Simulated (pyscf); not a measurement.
Single points on ωB97X-D3(BJ)/def2-SVP structures (PySCF, gas phase). MP2 and CC: frozen core, UHF for open shells. ΔMP2 is the change of the MP2 total energy from the triple- to the quadruple-zeta basis.

Q: What are the homolytic bond dissociation enthalpies (298 K) of H₃C–CH₂–Br at CCSD(T)/def2-TZVPP + ΔMP2(QZVPP), weakest first?

A: Br–C to •H₂C–CH₃ + Br•: 74.4 kcal/mol; C–C to CH₃• + •H₂C–Br: 89.6 kcal/mol; C–H to H₃C–CH•–Br + H•: 98.4 kcal/mol; C–H to •H₂C–CH₂–Br + H•: 99.8 kcal/mol. Ring and multiple bonds, and those that leave no two simple radicals, are not listed. Other isomers of •H₂C–CH₂–Br, •H₂C–CH₃, H₃C–CH•–Br were not searched in full and may lie lower. The CCSD(T) − MP2 part came from Ansatz, without density fitting, on the same reference. The frozen core leaves the outer d or s,p core shells of the metals and heavy elements correlated in the MP2 and CC values, and def2-TZVPP describes them poorly, which can shift differences by a few kcal/mol. Left out: the spin-orbit lowering of Br, which is large for Br, Se, Te and I. Elements up to Kr have no core potential and no relativistic terms here.
